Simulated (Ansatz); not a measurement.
A made-up structure of CH$_{6}$NSi (charge +1), singlet:

C1  (-0.713, 0.612, -0.759)
N2  (0.151, 0.623, -0.008)
Si3  (0.463, -0.798, 0.582)
H4  (-1.356, -0.302, -1.116)
H5  (-0.817, 1.504, -1.049)
H6  (0.722, 1.511, 0.291)
H7  (1.905, -0.866, 0.052)
H8  (-0.528, -1.867, -0.038)
H9  (0.174, -0.417, 2.044)
(Å)

It is relaxed with PBE-D4/def2-SVP and then PBE0-D4/def2-TZVP (Ansatz 0.2.0). Atoms count as bonded within 1.22 times the sum of their covalent radii (H–H: 0.88 Å). The end point is not checked to be a true minimum.

Does its bonding change? (Judge from chemistry; the calculation decides.)

Computed: No: no bond forms or breaks.

Where it ends: The first stage lowers the energy by 4.14 eV in 7 steps. It ends as CH₆NSi ([CH2][NH][SiH3]), total charge +1:
C1  (-0.845, 0.801, -0.916)
N2  (0.088, 0.642, -0.067)
Si3  (0.596, -0.953, 0.734)
H4  (-1.432, -0.056, -1.236)
H5  (-1.064, 1.783, -1.328)
H6  (0.600, 1.486, 0.191)
H7  (2.004, -1.105, 0.325)
H8  (-0.348, -1.909, 0.128)
H9  (0.400, -0.690, 2.170)
(Å)

Labels in which every atom is bracketed show which atoms are joined, not bond orders.

For scale, one of the runs: PBE0-D4/def2-TZVP relaxation, 135 basis functions, launched by `ansatz run in.yaml --threads 2 --pin off --events-out ev --progress --plain --max-ram 4352MiB`. The run took about 24 s on 2 CPU threads of an Intel Xeon Platinum 8259CL (shared host).
